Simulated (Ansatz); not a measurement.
Wurtzite ZnS (high-temperature phase), relaxed in Ansatz (plane waves) with several semilocal functionals. Each gives its own volume and its own bulk modulus:

```json
[
 {"level": "LDA", "V0 (Å³/atom)": "18.581", "bulk modulus B0 (GPa)": "86.00", "ln V0": "2.9221", "ln B0": "4.4543"},
 {"level": "r²SCAN", "V0 (Å³/atom)": "19.587", "bulk modulus B0 (GPa)": "78.18", "ln V0": "2.9749", "ln B0": "4.3590"},
 {"level": "PBE", "V0 (Å³/atom)": "20.182", "bulk modulus B0 (GPa)": "69.11", "ln V0": "3.0048", "ln B0": "4.2357"}
]
```

**Question.** Fit a straight line to ln B0 against ln V0. What does it predict for PBEsol, whose volume is 19.223 Å³/atom?

**Answer.** With x = ln V0 and y = ln B0: means 2.96727 and 4.34967; Σ(Δx Δy) = -0.008932, Σ(Δx²) = 0.003507, so the slope is -2.55. At x = 2.9561 the line gives y = 4.34967 + (-2.55) × (2.9561 − 2.96727) = 4.3782, or 79.69 GPa. The run with PBEsol gives 78.45 GPa, -1.6 % from the line. The rows used scatter about it by up to 2.9 %, while the largest value lies 24 % above the smallest. For comparison, PBE's own equation of state has B′ = 4.4, the slope −d ln B/d ln V at a fixed functional; the two needn't agree, since functionals also differ at one volume.

Measured: 80 GPa (measured, room temperature, not corrected to a static lattice, our sources range from 76.0 to 80.0; as tabulated in Isothermal phase behavior of Ag3SbS3, ZnGeP2, and ZnS (abstract)).

Ansatz's density-functional and Hartree–Fock values are scalar-relativistic unless marked +SOC, with PAW data made under PBE.

Ansatz is a program for electronic structure.
